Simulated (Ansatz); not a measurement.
We consider chalcopyrite CdSnAs2, described by PBEsol in Ansatz (PAW).

Run with plane-wave cutoff 520 eV, 8×8×8 k mesh, Fermi–Dirac smearing 0.01 eV, scalar-relativistic PAW data made under PBE.

Shape and atoms are relaxed at each volume.

Pressure at four volumes; x = ln(V/27.946 Å³). One pressure is withheld.

```tsv
V (Å³/atom)	x	P (GPa)
26.828	-0.0408	2.45
27.946	0.0000	-0.01
28.505	0.0198	-1.05
29.064	0.0392	?
```

Q: Pass a parabola P(x) through the three rows shown, estimate the bulk modulus and its pressure derivative near zero pressure, and predict the withheld pressure.

A: Slopes between the rows: (-0.01 − (2.45))/(0.0000 − (-0.0408)) = -60.29 and (-1.05 − (-0.01))/(0.0198 − (0.0000)) = -52.53 GPa. Their difference over the span 0.0606 is c = 7.76/0.0606 = 128.1 GPa, so P(x) = 2.45 + (-60.29)(x − (-0.0408)) + 128.1 (x − (-0.0408))(x − (0.0000)). At the middle row B = −dP/dx = −[-60.29 + 128.1 × 0.0408] = 55.1 GPa, and B′ = dB/dP = 2c/B = 4.6. At x = 0.0392 the parabola gives -1.97 GPa; the run gives -1.97 GPa. The Birch–Murnaghan fit to the energies at all volumes has B0 = 54.8 GPa and B′ = 4.7.

Note: the relaxation could not lower the start's symmetry, so the cell can be a saddle point above a distorted one.

Spin–orbit coupling is not included.

Ansatz is a first-principles code.
